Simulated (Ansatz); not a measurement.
# AlH3O: the cost of one run

Method: RKS BLYP/def2-SVP, in Ansatz 0.2.0.

**1. The structure to begin with**

Bond lengths: Al1–O2 1.780 Å, O2–H3 1.010 Å, Al1–H4 1.560 Å, Al1–H5 1.560 Å. Angles: Al1–O2–H3 109.5°, O2–Al1–H4 120.0°, O2–Al1–H5 120.0°, H4–Al1–H5 120.0°.

Coordinates:

```xyz
5

Al    0.0000    0.0000    0.0000
O     0.0000    0.0000    1.7800
H    -0.9095   -0.2814    2.1171
H     1.3510    0.0000   -0.7800
H    -1.3510    0.0000   -0.7800
```

**2. Relaxing the start**

The input, input.yaml:

```yaml
crystal:
  periodic: [false, false, false]
  atoms:
    - { symbol: Al, position_ang: [0.0, 0.0, 0.0] }
    - { symbol: O, position_ang: [0.0, 0.0, 1.78] }
    - { symbol: H, position_ang: [-0.9095, -0.2814, 2.1171] }
    - { symbol: H, position_ang: [1.351, 0.0, -0.78] }
    - { symbol: H, position_ang: [-1.351, 0.0, -0.78] }
basis:
  gaussian: { orbitals: def2-SVP }
hamiltonian:
  xc: blyp
relax:
  f_tol: 0.02
  max_steps: 40
```

Launch:

```
$ ansatz run input.yaml --threads 1 --pin off --max-ram 2048MiB --backend cpu --events-out ev --progress --plain --runs-dir out
```

Q: Estimate wall time and peak memory on 1 thread of AMD EPYC 9R45 (Zen 5), shared host.

About 2.4 s, with a peak of 0.12 GiB.
